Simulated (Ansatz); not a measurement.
System: hcp Os. Method: r²SCAN+SOC (Ansatz, a quantum-chemistry and plane-wave program, plane waves, PAW).

Numerical settings: plane-wave cutoff 560 eV, 24×24×14 k mesh (along the axes of the cell as run), Fermi–Dirac smearing 0.05 eV, PAW data made under PBE.

Properties against volume:

Shape and atoms are relaxed at each volume.

```tsv
V (Å³/atom)	P (GPa)	c (Å)	a (Å)
13.462	19.03	4.263	2.701
13.742	8.97	4.289	2.720
14.023	0.00	4.315	2.740
14.303	-7.99	4.340	2.759
14.583	-15.09	4.365	2.778
```

Note: the bulk modulus comes from volumes at which shape and atoms were relaxed.
